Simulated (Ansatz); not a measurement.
Ansatz (a first-principles code) input (PBE/6-31G*):

Ansatz 0.2 input:
```yaml
crystal:
  periodic: [false, false, false]
  atoms:
    - {symbol: C, position_ang: [0.17374100, 0.87290308, -0.00032070]}
    - {symbol: C, position_ang: [1.58893377, 0.53736175, -0.01617525]}
    - {symbol: Cl, position_ang: [-0.85056784, -0.69876990, 0.00792755]}
    - {symbol: H, position_ang: [-0.14506536, 1.39307162, 0.89742769]}
    - {symbol: H, position_ang: [-0.16432700, 1.39624905, -0.88913114]}
    - {symbol: H, position_ang: [2.10649887, 0.31243964, 0.90551097]}
    - {symbol: H, position_ang: [2.08649814, 0.31573899, -0.94960019]}
basis:
  gaussian:
    orbitals: 6-31G*
hamiltonian:
  xc: {name: PBE}
magnetization: {spin_polarized: true, initial_magnetization: 1}
relax: {f_tol: 0.003, max_steps: 120}
```

Task: What final total energy does it give?

Result: -538.43515 Eh.
